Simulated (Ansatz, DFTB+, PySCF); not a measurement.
Gas-phase reaction in SMILES: O=C1CC1 + 5 [H][H] (H2) -> 3 C (CH4) + O (H2O)

Quantity: energy of full hydrogenation (electronic), in kcal/mol. Conventions: valence correlation only; 6-31G* and kin with 6d, 5d where marked; no spin-orbit coupling; non-relativistic; 6-311+G** with 5d; SCC-DFTB with the Slater-Koster set that CP2K ships; no dispersion term unless named. CBS marks a two-point X^-3 extrapolation of the correlation energy; Hartree-Fock from the larger set. First-principles and DFTB rows: single points at B3LYP-D3(BJ) geometries (Ansatz, a program for electronic structure).

Coupled cluster (Ansatz) is a level with limits of its own, used here on species with T1 under 0.025 (0.045 for open shells) and stable references: CCSD(T)/CBS(cc-pVTZ,cc-pVQZ).

Value to compare with, CCSD(T)/CBS(cc-pVTZ,cc-pVQZ) (Ansatz): -140.4 kcal/mol.

```
level              program  energy of full hydrogenation (electronic) (kcal/mol)  difference
-----------------  -------  ----------------------------------------------------  ----------
SCC-DFTB             DFTB+                                                -296.7      -156.3
B3LYP/3-21G         Ansatz                                                -128.3        12.1
B3LYP/6-31G*        Ansatz                                                -129.3        11.1
B3LYP/6-31G**       Ansatz                                                -133.3         7.1
PBE0/6-31G*         Ansatz                                                -135.1         5.3
PBE0/6-311+G**      Ansatz                                                -143.0        -2.6
MP2/6-31G*          Ansatz                                                -120.3        20.1
M06-2X/def2-TZVPD    PySCF                                                -133.4         7.0
```

Among the 7 habitual levels, SCC-DFTB lies farthest from CCSD(T)/CBS(cc-pVTZ,cc-pVQZ) (Ansatz) (-156.3 kcal/mol) and PBE0/6-311+G** nearest (-2.6); 5 of 7 lie above it, and their mean absolute difference is 30.7 kcal/mol, the median 11.1. One case shows no general order.

The levels are drawn from those run, B3LYP/6-31G* more often than the rest, none by its result; runs whose electronic state is in doubt are left out.
